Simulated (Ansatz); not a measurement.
**H2NO (SMILES N[O]): UBCCD(T)/STO-3G**

Aim: the vertical doublet–quartet gap of H2NO at UBCCD(T)/STO-3G, from 2 runs. 

The results are computed with Ansatz 0.2.0.

54 further runs of the same task are left out: 4 that didn't finish, 50 set aside as unsound or not needed.

## Step 1: The structure to begin with

H2NO: 4 atoms, total charge 0, spin state doublet. As SMILES, `N[O]`. The coordinates come from a GFN2-xTB relaxation.

Bond lengths: N1–O2 1.277 Å, N1–H3 1.017 Å, N1–H4 1.017 Å. Angles: O2–N1–H3 118.4°, O2–N1–H4 118.4°, H3–N1–H4 119.4°.

## Step 2: The energy at UBCCD(T)/STO-3G

File job.yaml:

```yaml
crystal:
  periodic: [false, false, false]
  atoms:
    - {symbol: "N", position_ang: [-0.015110, 0.041110, -0.107550]}
    - {symbol: O, position_ang: [0.804330, 0.357230, 0.819800]}
    - {symbol: H, position_ang: [-0.968410, 0.390510, -0.050090]}
    - {symbol: H, position_ang: [0.179190, -0.788850, -0.662160]}
basis:
  gaussian:
    orbitals: STO-3G
accuracy: high
magnetization:
  spin_polarized: true
  initial_magnetization: 1
correlation:
  method: bccd_t
  frozen_orbitals: {H: 0, "N": 1, O: 1}
total_charge: 0
scf:
  omitted_lower_state_checks: [cluster_reference, increment]
```

Launch:

```console
$ ansatz run job.yaml --threads 1 --pin off --max-ram 2610MiB --events-out events.jsonl --progress --plain --runs-dir runs
```

What it wrote, cut to the lines that bear on the results:

```text
Warning: RAYON_NUM_THREADS=1 ignored (pool sized by the plan → 1); use --threads N
Functional definition: HF
  name "HF"
[...]
188 factors; integrals over basis functions are off by at most 1.2e-8 eV
[...]
mean field -3501.40944769 eV, -128.6744238621 hartree, gradient 1.6e-8 eV, S^2 0.752030; 2 other end points of the search recorded, 0 dependent functions left out
2 core orbitals not correlated: weight in the atoms' cores, before any rotation towards them, 1.000 or more for the frozen orbitals, at most 0.000 for the correlated occupied ones
reference -3501.40944769 eV, -128.6744238621 hartree; 7, 6 occupied and 3, 4 virtual orbitals, 188 factors
second order -1.74159180 eV of doubles, -0.00000000 eV of singles
cycle   1  -2.13480225 eV  change   -3.9e-1 eV  update   5.5e-2
[...]
cycle  21  -2.37252025 eV  change   4.3e-10 eV  update  6.5e-10
perturbative correction -0.03323212 eV, -0.0012212579 hartree
Total energy: -3503.81520006 eV, -128.7628336311 hartree
Checks for a lower state left out: cluster_reference, increment
```

Wall time 0.14 s (1 thread of Arm Neoverse V2, shared host).

## Step 3: The quartet, same level

File run.yaml:

```yaml
crystal:
  periodic: [false, false, false]
  atoms:
    - {symbol: N, position_ang: [-0.015110, 0.041110, -0.107550]}
    - {symbol: O, position_ang: [0.804330, 0.357230, 0.819800]}
    - {symbol: H, position_ang: [-0.968410, 0.390510, -0.050090]}
    - {symbol: H, position_ang: [0.179190, -0.788850, -0.662160]}
basis:
  gaussian: {orbitals: STO-3G}
magnetization: {spin_polarized: true, initial_magnetization: 3}
correlation: {method: bccd_t, frozen_orbitals: {H: 0, "N": 1, O: 1}}
accuracy: high
scf: {omitted_lower_state_checks: [cluster_reference, increment]}
```

Launch:

```console
$ ansatz run run.yaml --threads 1 --pin off --max-ram 2610MiB --events-out events.jsonl --progress --plain --runs-dir runs
```

What it wrote, cut to the lines that bear on the results:

```text
Warning: RAYON_NUM_THREADS=1 ignored (pool sized by the plan → 1); use --threads N
[... 2 set-up lines as earlier in the session ...]
[...]
188 factors; integrals over basis functions are off by at most 1.2e-8 eV
[...]
mean field -3491.36038787 eV, -128.3051277251 hartree, gradient 2.2e-8 eV, S^2 3.763289; 2 other end points of the search recorded, 0 dependent functions left out
2 core orbitals not correlated: weight in the atoms' cores, before any rotation towards them, 1.000 or more for the frozen orbitals, at most 0.000 for the correlated occupied ones
reference -3491.36038787 eV, -128.3051277251 hartree; 8, 5 occupied and 2, 5 virtual orbitals, 188 factors
second order -1.60972085 eV of doubles, -0.00000000 eV of singles
cycle   1  -2.03769416 eV  change   -4.6e-1 eV  update   6.4e-2
[...]
cycle  30  -2.43779537 eV  change    1.0e-9 eV  update   1.0e-9
perturbative correction -0.06276802 eV, -0.0023066820 hartree
WARN: these amplitudes may be one of several solutions (largest doubles amplitude 0.11, level shift 0.61 eV)
Total energy: -3493.86095126 eV, -128.3970217348 hartree
Checks for a lower state left out: cluster_reference, increment
```

Run time: 0.16 s. Hardware: 1 thread of Arm Neoverse V2, shared host.

## Step 4: What came out

Level: UBCCD(T)/STO-3G, 2 core orbitals frozen.

```
                                            quantity          value
                               doublet: total energy  -128.76283 Eh
doublet: correlation energy (2 core orbitals frozen)      -88.4 mEh
                             doublet: (T) correction      -1.22 mEh
          doublet: ⟨S²⟩ of the reference determinant          0.752
                               quartet: total energy  -128.39702 Eh
quartet: correlation energy (2 core orbitals frozen)      -91.9 mEh
                             quartet: (T) correction      -2.31 mEh
          quartet: ⟨S²⟩ of the reference determinant          3.763
    vertical energy of the quartet above the doublet       9.954 eV
```

In words: At this shape the quartet lies 9.95 eV (960 kJ/mol) above the doublet. In a minimal basis such a difference can be off by several eV, whatever the method. The triples (doublet) make up 1.4 % of the correlation energy. The triples (quartet) make up 2.5 % of the correlation energy.
